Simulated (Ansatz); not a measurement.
F₂O: measurement beside calculation (Ansatz, PBE0-D4/def2-TZVP geometry).

```xyz
3

F     0.934    0.179    0.598
O    -0.412   -0.045    0.388
F    -0.523   -0.134   -0.986
```

Enthalpy of formation at 298 K: 5.9 kcal/mol (zero for an element's reference state; older measured values of the G2 set, as listed by Staroverov and co-workers, J. Chem. Phys. 119, 12129, 2003). With their computed zero-point and thermal terms and the atoms' enthalpies of Curtiss and co-workers (1997) it gives an electronic atomization energy of 92.9 kcal/mol.

```json
{"level": "LDA (SPW92)", "atomization (kcal/mol)": "170.8", "error": "77.9", "error per bond": "39.0"}
{"level": "PBE-D4", "atomization (kcal/mol)": "123.1", "error": "30.2", "error per bond": "15.1"}
{"level": "revPBE-D4", "atomization (kcal/mol)": "110.4", "error": "17.5", "error per bond": "8.7"}
{"level": "BLYP-D4", "atomization (kcal/mol)": "113.2", "error": "20.3", "error per bond": "10.2"}
{"level": "r2SCAN-D4", "atomization (kcal/mol)": "99.5", "error": "6.6", "error per bond": "3.3"}
{"level": "B97M-V", "atomization (kcal/mol)": "96.6", "error": "3.7", "error per bond": "1.9"}
{"level": "PBE0-D4", "atomization (kcal/mol)": "92.2", "error": "-0.7", "error per bond": "-0.3"}
{"level": "B3LYP-D4", "atomization (kcal/mol)": "93.7", "error": "0.8", "error per bond": "0.4"}
{"level": "r2SCANh-D4", "atomization (kcal/mol)": "89.3", "error": "-3.6", "error per bond": "-1.8"}
{"level": "r2SCAN0-D4", "atomization (kcal/mol)": "74.6", "error": "-18.3", "error per bond": "-9.2"}
{"level": "HSE06-D4", "atomization (kcal/mol)": "92.9", "error": "0.0", "error per bond": "0.0"}
{"level": "BHLYP-D4", "atomization (kcal/mol)": "57.2", "error": "-35.7", "error per bond": "-17.9"}
{"level": "CAM-B3LYP-D4", "atomization (kcal/mol)": "94.6", "error": "1.7", "error per bond": "0.8"}
{"level": "ωB97X-V", "atomization (kcal/mol)": "96.0", "error": "3.1", "error per bond": "1.6"}
{"level": "ωB97M-V", "atomization (kcal/mol)": "95.2", "error": "2.3", "error per bond": "1.1"}
{"level": "B2PLYP", "atomization (kcal/mol)": "89.3", "error": "-3.6", "error per bond": "-1.8"}
{"level": "PBE-QIDH", "atomization (kcal/mol)": "78.9", "error": "-14.0", "error per bond": "-7.0"}
{"level": "PBE", "atomization (kcal/mol)": "122.7", "error": "29.8", "error per bond": "14.9"}
{"level": "revPBE", "atomization (kcal/mol)": "108.7", "error": "15.8", "error per bond": "7.9"}
{"level": "BLYP", "atomization (kcal/mol)": "112.3", "error": "19.4", "error per bond": "9.7"}
{"level": "r2SCAN", "atomization (kcal/mol)": "99.4", "error": "6.5", "error per bond": "3.2"}
{"level": "PBE0", "atomization (kcal/mol)": "91.9", "error": "-1.0", "error per bond": "-0.5"}
{"level": "B3LYP", "atomization (kcal/mol)": "93.1", "error": "0.2", "error per bond": "0.1"}
{"level": "r2SCANh", "atomization (kcal/mol)": "89.2", "error": "-3.7", "error per bond": "-1.9"}
{"level": "r2SCAN0", "atomization (kcal/mol)": "74.5", "error": "-18.4", "error per bond": "-9.2"}
{"level": "HSE06", "atomization (kcal/mol)": "92.6", "error": "-0.3", "error per bond": "-0.2"}
{"level": "BHLYP", "atomization (kcal/mol)": "56.8", "error": "-36.1", "error per bond": "-18.1"}
{"level": "CAM-B3LYP", "atomization (kcal/mol)": "94.2", "error": "1.3", "error per bond": "0.7"}
{"level": "LC-ωPBE", "atomization (kcal/mol)": "95.7", "error": "2.8", "error per bond": "1.4"}
{"level": "RPA@PBE/def2-TZVPP", "atomization (kcal/mol)": "70.8", "error": "-22.1", "error per bond": "-11.0"}
{"level": "HF/def2-TZVPP", "atomization (kcal/mol)": "-38.1", "error": "-131.0", "error per bond": "-65.5"}
{"level": "MP2/def2-TZVPP", "atomization (kcal/mol)": "94.8", "error": "1.9", "error per bond": "0.9"}
{"level": "SCS-MP2/def2-TZVPP", "atomization (kcal/mol)": "88.1", "error": "-4.8", "error per bond": "-2.4"}
{"level": "CCSD/def2-TZVPP", "atomization (kcal/mol)": "72.4", "error": "-20.5", "error per bond": "-10.2"}
{"level": "CCSD(T)/def2-TZVPP", "atomization (kcal/mol)": "83.9", "error": "-9.0", "error per bond": "-4.5"}
{"level": "HF/def2-QZVPP", "atomization (kcal/mol)": "-38.0", "error": "-130.9", "error per bond": "-65.4"}
{"level": "MP2/def2-QZVPP", "atomization (kcal/mol)": "99.7", "error": "6.8", "error per bond": "3.4"}
{"level": "SCS-MP2/def2-QZVPP", "atomization (kcal/mol)": "93.2", "error": "0.3", "error per bond": "0.1"}
{"level": "CCSD/def2-QZVPP", "atomization (kcal/mol)": "76.0", "error": "-16.9", "error per bond": "-8.5"}
{"level": "CCSD(T)/def2-QZVPP", "atomization (kcal/mol)": "88.4", "error": "-4.5", "error per bond": "-2.3"}
{"level": "HF/CBS(def2)", "atomization (kcal/mol)": "-38.0", "error": "-130.9", "error per bond": "-65.4"}
{"level": "MP2/CBS(def2)", "atomization (kcal/mol)": "103.3", "error": "10.4", "error per bond": "5.2"}
{"level": "CCSD/CBS(def2)", "atomization (kcal/mol)": "78.5", "error": "-14.4", "error per bond": "-7.2"}
{"level": "CCSD(T)/CBS(def2)", "atomization (kcal/mol)": "91.6", "error": "-1.3", "error per bond": "-0.7"}
```

Functionals use def2-TZVPP; B3LYP here is the variant with VWN-RPA as its local correlation; programs differ in this. The calculations leave out spin–orbit coupling, scalar relativity and, for the correlated methods, core correlation; together these are worth up to about 1 kcal/mol a heavy atom. HSE06 is defined as in plane-wave codes. CBS extrapolates def2-TZVPP and def2-QZVPP. T1 = 0.015.
